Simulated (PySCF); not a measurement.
**Aluminium: a sound run and one with changed settings**

Sound run: Al [Ne] 3s2 3p1, Al⁺ [Ne] 3s2. All numbers are calculated (PySCF 2.14, the spin-free X2C one-electron Hamiltonian (Gaussian nucleus), in cc-pVDZ-DK (4s3p1d, 18 functions)). In the sound run the correlated levels freeze [Ne]. The sound run starts from symmetry-adapted Hartree-Fock orbitals and uses a fine grid where one is needed.

A second run was set up differently.

```
species   method  sound run (hartree)  changed run (hartree)  converged
     Al      UHF           -242.30843             -242.30843        yes
     Al      LDA           -241.73524             -241.73524        yes
     Al   M06-2X           -242.78292             -242.78292        yes
     Al      MP2           -242.33898             -242.32484        yes
     Al  CCSD(T)           -242.35612             -242.35612        yes
    Al⁺      UHF           -242.10361             -242.10361        yes
    Al⁺      LDA           -241.51403             -241.51403        yes
    Al⁺   M06-2X           -242.57207             -242.57207        yes
    Al⁺      MP2           -242.12858             -242.11694        yes
    Al⁺  CCSD(T)           -242.14201             -242.14201        yes
```

Ionisation energy of Al:

| method | sound run (eV) | changed run (eV) |
| --- | --- | --- |
| UHF | 5.574 | 5.574 |
| LDA | 6.019 | 6.019 |
| M06-2X | 5.737 | 5.737 |
| MP2 | 5.725 | 5.657 |
| SCS-MP2 | 5.706 | 5.647 |
| CCSD | 5.808 | 5.808 |
| CCSD(T) | 5.826 | 5.826 |

(1) What was changed?
A. angular grid far too coarse
B. a valence shell is frozen
C. level shift left on
D. minimal basis

Answers

(1) C. It used initial guess atom, at most 50 SCF cycles, level shift 0.5 hartree. A level shift leaves the converged SCF energy unchanged but raises the virtual orbital energies, which shrinks MP2 if it is not removed.
